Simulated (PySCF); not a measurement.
# NH, PBE0: how much the basis matters

PySCF, UKS reference; triplet, unpaired electrons π ↑↑; De to H + N without counterpoise correction.

| basis | relativity | functions | Re (Å) | ωe (cm⁻¹) | De (eV) | μ (D) |
| --- | --- | --- | --- | --- | --- | --- |
| pcseg-1 | no relativity | 19 | 1.047 | 3284 | 3.57 | -1.65 |
| jorge-DZP-DKH | spin-free X2C | 20 | 1.056 | 3255 | 3.49 | -1.63 |
| def2-TZVP | no relativity | 37 | 1.040 | 3298 | 3.66 | -1.60 |
| pcseg-2 | no relativity | 44 | 1.038 | 3310 | 3.68 | -1.61 |
| def2-TZVPP | no relativity | 45 | 1.038 | 3312 | 3.68 | -1.58 |
| def2-TZVPPD | no relativity | 54 | 1.038 | 3318 | 3.69 | -1.52 |

Q: How does each smaller set differ from the one with most functions, def2-TZVPPD?

A: pcseg-1: +0.9 pm, -1.0 % in ωe, -0.12 eV in De; jorge-DZP-DKH: +1.8 pm, -1.9 % in ωe, -0.20 eV in De; def2-TZVP: +0.2 pm, -0.6 % in ωe, -0.03 eV in De; pcseg-2: +0.0 pm, -0.2 % in ωe, -0.01 eV in De; def2-TZVPP: +0.0 pm, -0.2 % in ωe, -0.01 eV in De. All at PBE0; the set with most functions is neither the basis-set limit nor always the best. The rows treat relativity differently, so the differences are not basis effects alone.

A positive dipole means H(−)N(+). Measured (Huber and Herzberg, Constants of Diatomic Molecules (1979)): Re = 1.03621 Å, ωe = 3282.27 cm⁻¹. The state was picked by a PBE0 search and need not be the measured ground state.
